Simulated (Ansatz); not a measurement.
# SiHF3: up Jacob's ladder to CCSD(T)

The task here is to estimate one member of a computed series from the others.

Method: functionals in def2-TZVPP, the program's frozen cores in correlated methods; program: Ansatz 0.2.0, Gaussian basis.

Plan: LDA (SPW92), PBE-D4, revPBE-D4, BLYP-D4, r2SCAN-D4, B97M-V, PBE0-D4, B3LYP-D4, r2SCANh-D4, r2SCAN0-D4, HSE06-D4, BHLYP-D4, CAM-B3LYP-D4, LC-ωPBE, ωB97X-V, ωB97M-V, B2PLYP, PBE-QIDH; CCSD(T)/def2-SVP; CCSD(T)/def2-TZVPP; CCSD(T)/def2-QZVPP; extrapolation to the limit; RPA on PBE.

### Structure used throughout

An earlier PBE0-D4 in a triple-zeta def2 set relaxation fixed the geometry.

SMILES `F[SiH](F)F`, 5 atoms, charge 0, spin multiplicity 1.

Atoms are counted from 1 here; the program's logs count them from 0.

Bond lengths: F1–Si2 1.573 Å, Si2–F3 1.573 Å, Si2–F4 1.573 Å, Si2–H5 1.461 Å. Angles: F1–Si2–F3 108.3°, F1–Si2–F4 108.3°, F1–Si2–H5 110.7°, F3–Si2–F4 108.3°, F3–Si2–H5 110.7°, F4–Si2–H5 110.7°.

Geometry (Å):

```
F    -0.4471   -0.0822    1.4913
Si    0.0407    0.0017   -0.0018
F    -0.5971    1.2814   -0.6572
F    -0.4959   -1.2633   -0.7672
H     1.4994    0.0624   -0.0651
```

The first run:

Input file in.yaml:

```yaml
crystal:
  periodic: [false, false, false]
  atoms:
    - {symbol: F, position_ang: [-0.447083, -0.082184, 1.491262]}
    - {symbol: Si, position_ang: [0.040671, 0.001695, -0.001766]}
    - {symbol: F, position_ang: [-0.597060, 1.281427, -0.657249]}
    - {symbol: F, position_ang: [-0.495894, -1.263340, -0.767179]}
    - {symbol: H, position_ang: [1.499366, 0.062413, -0.065058]}
basis:
  gaussian: {orbitals: def2-TZVPP}
hamiltonian: {xc: lda}
output: {orbitals: {seedname: orbitals}}
```

Command:

```
$ ansatz run in.yaml --threads 2 --pin off --events-out ev --progress --plain --max-ram 32768MiB --backend cpu
```

Among the steps run: LDA; PBE-D4 (GGA); revPBE-D4 (GGA); BLYP-D4 (GGA); r2SCAN-D4 (meta-GGA); B97M-V (meta-GGA); B3LYP-D4 (hybrid); r2SCANh-D4 (hybrid); r2SCAN0-D4 (hybrid); HSE06-D4 (hybrid); BHLYP-D4 (hybrid); CAM-B3LYP-D4 (range-separated); LC-ωPBE (range-separated); ωB97X-V (range-separated); ωB97M-V (range-separated); B2PLYP (double hybrid); PBE-QIDH (double hybrid).

One table of the session follows, with a row left open; its other results are not shown here.

It belongs to the step «Orbital energies across the functionals». 

| functional | HOMO (eV) | LUMO (eV) | gap (eV) |
| --- | --- | --- | --- |
| LDA (SPW92) | -9.67 | -0.15 | 9.52 |
| PBE-D4 | -9.55 | 0.14 | 9.69 |
| revPBE-D4 | -9.49 | 0.26 | 9.76 |
| BLYP-D4 | -9.51 | 0.20 | 9.70 |
| r2SCAN-D4 | -9.99 | 0.67 | 10.66 |
| B97M-V | -10.03 | 0.39 | 10.43 |
| PBE0-D4 | -11.22 | 1.03 | 12.25 |
| B3LYP-D4 | -11.01 | 0.73 | 11.73 |
| r2SCANh-D4 | -10.60 | 0.96 | 11.56 |
| r2SCAN0-D4 | -11.51 | 1.37 | 12.89 |
| HSE06-D4 | -10.81 | 0.66 | 11.46 |
| BHLYP-D4 | -12.86 | 1.79 | 14.64 |
| CAM-B3LYP-D4 | ? | ? | ? |
| LC-ωPBE | -14.09 | 3.25 | 17.34 |
| ωB97X-V | -13.74 | 3.09 | 16.84 |
| ωB97M-V | -13.56 | 2.71 | 16.26 |

**Question.** Estimate the row for CAM-B3LYP-D4.

**Answer.** HOMO (eV): -12.75; LUMO (eV): 1.93; gap (eV): 14.68. In the column «HOMO (eV)» it lies between BHLYP-D4 (-12.86) and r2SCAN0-D4 (-11.51).
